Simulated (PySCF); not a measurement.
B3LYP has the VWN-RPA correlation part, as in Gaussian. 

## C$_{3}$H$_{7}$, SMILES `C[CH]C` (charge 0, multiplicity 2)

Method: B3LYP-D3(BJ)/def2-TZVP // PBE0-D4/def2-TZVP in PySCF.

```
Item                                                     Value
-----------------------------  -------------------------------
highest occupied spin orbital                         -5.07 eV
dipole moment                                           0.20 D
total energy                                      -118.5357 Ha
cost                           around 100 core-seconds (rough)
```

Bonded distances (Å): C1–C2 1.481, C1–H4 1.092, C1–H5 1.096, C1–H6 1.102, C2–C3 1.481, C2–H7 1.084, C3–H8 1.092, C3–H9 1.096, C3–H10 1.102. Angles (°): C2–C1–H4 112.2, C2–C1–H5 111.4, C2–C1–H6 111.9, H4–C1–H5 108.1, H4–C1–H6 107.0, H5–C1–H6 105.9, C1–C2–C3 120.7, C1–C2–H7 119.0, C3–C2–H7 119.0, C2–C3–H8 112.2, C2–C3–H9 111.4, C2–C3–H10 111.9, H8–C3–H9 108.1, H8–C3–H10 107.0, H9–C3–H10 105.9.
Charge 0, spin multiplicity 2.
